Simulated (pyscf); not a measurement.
H₃Si–AsH–SiH₃ (SMILES [SiH3][AsH][SiH3]) + H₂ (SMILES [H][H]) -> H₃Si–AsH₂ (SMILES [SiH3][AsH2]) + SiH₄ (SMILES [SiH4]), a four-centre exchange (singlet surface; As–Si, H–H broken, As–H, H–Si formed). Optimised with ωB97X-D3(BJ)/def2-SVP in PySCF. Energies in kcal/mol from the separated reactants.

Small-basis levels: PySCF, no dispersion term, spherical d functions. 

Q: In single points B3LYP/6-31G*+LANL2DZ puts the saddle at 70.8 kcal/mol and the reaction energy at +0.3 kcal/mol. Should these be trusted to within a few kcal/mol? Compare with ωB97M-D3(BJ)/def2-TZVP.

A: ωB97M-D3(BJ)/def2-TZVP gives ΔE‡ = 64.0 kcal/mol and ΔE = +2.5 kcal/mol. B3LYP/6-31G*+LANL2DZ lies 6.7 kcal/mol over it in the barrier and 2.2 kcal/mol under it in the reaction energy, so on this step it does not hold to within 3.0 kcal/mol. ωB97M-D3(BJ)/def2-TZVP has limits of its own. At the saddle there is also a short H–Si contact that neither side keeps. This is the saddle that the search found; another between the same sides may lie lower. In the def2 sets elements up to Kr have no core potential.
